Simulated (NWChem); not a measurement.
# ethanethiol (C₂H₆S); SMILES CCS

```xyz
9

C      0.3682    -1.6294    -0.0584
C     -0.6320    -0.4945     0.0431
S      0.1003     1.1695    -0.0708
H     -0.1456    -2.6044    -0.0415
H      1.0784    -1.6119     0.7831
H      0.9509    -1.5603    -0.9889
H     -1.3467    -0.5261    -0.7945
H     -1.2293    -0.5636     0.9654
H      0.8336     1.0962     1.0615
```
Atoms are numbered in this order, from 1.

Program: NWChem. All runs use the structure optimised with PBE0/def2-SVP. Solvent water, SMD (1 M gas to 1 M solution), gas-phase geometry.

```
level               basis functions  solvation free energy (kcal/mol)  cavity-dispersion-structure term (kcal/mol)  dipole in solution (D)  relative time
------------------  ---------------  --------------------------------  -------------------------------------------  ----------------------  -------------
M06-2X/3-21G                     43                              -1.5                                          2.0                    2.58              1
M06-2X/pcseg-1                   76                              -1.3                                          2.0                    2.37              3
M06-2X/aug-pcseg-1              127                              -1.2                                          2.0                    2.36              8
M06-2X/pcseg-2                  178                              -1.1                                          2.0                    2.27             10
M06-2X/def2-TZVPP               188                              -1.1                                          2.0                    2.23             10
```

The last column is a rough cost ratio, cheapest run = 1.
